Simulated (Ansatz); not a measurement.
Relaxation of BFH5P (8 atoms, charge 0, multiplicity 1), to a largest force component of 0.03 eV/Å in at most 50 steps.

The calculation used RKS B3LYP/def2-SVP in Ansatz 0.2.0.

```xyz
8
Properties=species:S:1:pos:R:3
B -0.004 0.142 0.055
F -0.041 0.620 1.291
H 1.075 0.023 -0.467
H -1.051 -0.043 -0.511
P 0.141 -2.805 1.067
H -0.582 -2.558 -0.139
H 1.410 -2.505 0.490
H -0.042 -1.491 1.581
```

Task: Where does it end, and by what steps?

Result: The run converged. The force dipped under the threshold on the way, but the program's further checks kept it going. After 8 steps the energy has fallen by 0.147 eV; H8 moved furthest, 0.58 Å.

| step | energy less start (eV) | largest force component (eV/Å) | accepted |
| --- | --- | --- | --- |
| 0 | 0.0000 | 0.379 | yes |
| 1 | -0.1091 | 0.248 | yes |
| 2 | -0.1268 | 0.541 | yes |
| 3 | -0.1237 | 0.838 | no |
| 4 | -0.1381 | 0.330 | yes |
| 5 | -0.1452 | 0.025 | yes |
| 6 | -0.1460 | 0.065 | yes |
| 7 | -0.1465 | 0.054 | yes |
| 8 | -0.1467 | 0.021 | yes |

```xyz
8
Properties=species:S:1:pos:R:3
B -0.008 0.483 -0.079
F -0.062 0.902 1.172
H 1.080 0.362 -0.586
H -1.053 0.261 -0.642
P 0.205 -3.189 1.105
H -0.600 -2.772 -0.001
H 1.407 -2.658 0.540
H -0.064 -2.004 1.858
```

Whether the end is a true minimum wasn't checked by a vibrational analysis.

The run took 17 s on 1 thread of Arm Neoverse V2 (shared host), peak memory 0.13 GiB.
